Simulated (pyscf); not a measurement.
PySCF, gas phase, ωB97X-D3(BJ)/def2-SVP geometries.

### Question
For HO–SiH(OH)–O–SiH₃ (SMILES O[SiH](O)O[SiH3]) + H₂ (SMILES [H][H]) → HO–SiH₂–OH (SMILES O[SiH2]O) + HO–SiH₃ (SMILES O[SiH3]), a four-centre exchange (singlet surface; O–Si, H–H broken, H–Si, H–O formed), PBE/def2-TZVP gives ΔE‡ = 50.2 kcal/mol and ΔE = +24.9 kcal/mol (zero: the separated reactants). In which direction and how far do PBE0-D3(BJ)/def2-TZVP, M06-2X/def2-TZVP, ωB97M-D3(BJ)/def2-TZVP move these?

### Answer
PBE0-D3(BJ): ΔE‡ = 52.2 kcal/mol, ΔE = +27.0 kcal/mol; M06-2X: ΔE‡ = 58.1 kcal/mol, ΔE = +31.6 kcal/mol; ωB97M-D3(BJ): ΔE‡ = 55.4 kcal/mol, ΔE = +28.2 kcal/mol. PBE's barrier lies under all of them, by 2.0 to 8.0 kcal/mol. Its reaction energy lies under all of them, by 2.1 to 6.7 kcal/mol. Much of the shift in the barrier follows the reaction energy. This is the saddle that the search found; another between the same sides may lie lower.
